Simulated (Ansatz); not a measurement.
**Tl, dhcp: how the functional moves the structure**

All rows: Ansatz, plane waves with scalar-relativistic PAW, 420 eV (500 eV for the SCAN forms), relaxed under each functional, no dispersion correction, no zero-point motion. B₀ comes from uniform scaling at fixed shape; a dash is a value not given.

```tsv
functional	V (Å³/atom)	cell	B₀ (GPa)	magnetic state	ΔE to hcp (meV/atom)
PBE	31.22	a = 3.549 Å, c = 11.451 Å (c/a = 3.227)	27	spin not included	17
r²SCAN	29.92	a = 3.498 Å, c = 11.298 Å (c/a = 3.230)	32	spin not included	16
PBEsol	28.43	a = 3.433 Å, c = 11.142 Å (c/a = 3.246)	37	spin not included	14
LDA	27.12	a = 3.378 Å, c = 10.977 Å (c/a = 3.249)	44	spin not included	13
RPBE	33.54	a = 3.643 Å, c = 11.669 Å (c/a = 3.203)	20	spin not included	20
BLYP	35.37	a = 3.724 Å, c = 11.782 Å (c/a = 3.164)	18	spin not included	22
```

What does revPBE give?

V (Å³/atom): 32.84; cell: a = 3.615 Å, c = 11.603 Å (c/a = 3.209); B₀ (GPa): 22; magnetic state: spin not included; ΔE to hcp (meV/atom): 19.
